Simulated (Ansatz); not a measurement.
System: SiO, charge 0, singlet. SiO (oxosilicon, SMILES O=[Si]).
B3LYP-D3(BJ)/def2-TZVP minimum from Ansatz (a quantum-chemistry and plane-wave program):
```
Si
O 1 1.5131
```
Charge 0, spin multiplicity 1.

Total energies in hartree (Ansatz). Open shells are spin-unrestricted; no spin-orbit coupling. Correlated methods leave the cores frozen. No relativity. The T1 diagnostic of OSi (O=[Si], singlet) reaches 0.030 in the sets run.

```csv
species,HF/cc-pV(T+d)Z,CCSD(T)/cc-pV(T+d)Z,HF/cc-pV(Q+d)Z,CCSD(T)/cc-pV(Q+d)Z,CCSDT(Q)/cc-pV(Q+d)Z
1: SiO (SMILES [Si]=O),-363.84295,-364.19893,-363.85217,-364.23098,-364.23278
2: Si (triplet),-288.85649,-288.93344,-288.85845,-288.93781,-288.93861
3: O (triplet),-74.81176,-74.97396,-74.81729,-74.99357,-74.99396
```

Work out the atomisation energy (electronic, to ground-state atoms) in kcal/mol: take Hartree-Fock from cc-pV(Q+d)Z, extrapolate the CCSD(T) correlation energy as X^-3 (X = 3, 4), and add CCSDT(Q) - CCSD(T) in cc-pV(Q+d)Z. 1 hartree = 627.51 kcal/mol.


Species 1: correlation (64·(-0.37881) - 27·(-0.35598))/37 = -0.39547; step -0.00180; E1 = -363.85217 + (-0.39547) + (-0.00180) = -364.24944
Species 2: correlation (64·(-0.07936) - 27·(-0.07695))/37 = -0.08112; step -0.00080; E2 = -288.85845 + (-0.08112) + (-0.00080) = -288.94037
Species 3: correlation (64·(-0.17628) - 27·(-0.16220))/37 = -0.18655; step -0.00039; E3 = -74.81729 + (-0.18655) + (-0.00039) = -75.00423
-1·E1 +1·E2 +1·E3 = 0.30484 hartree = 191.3 kcal/mol.
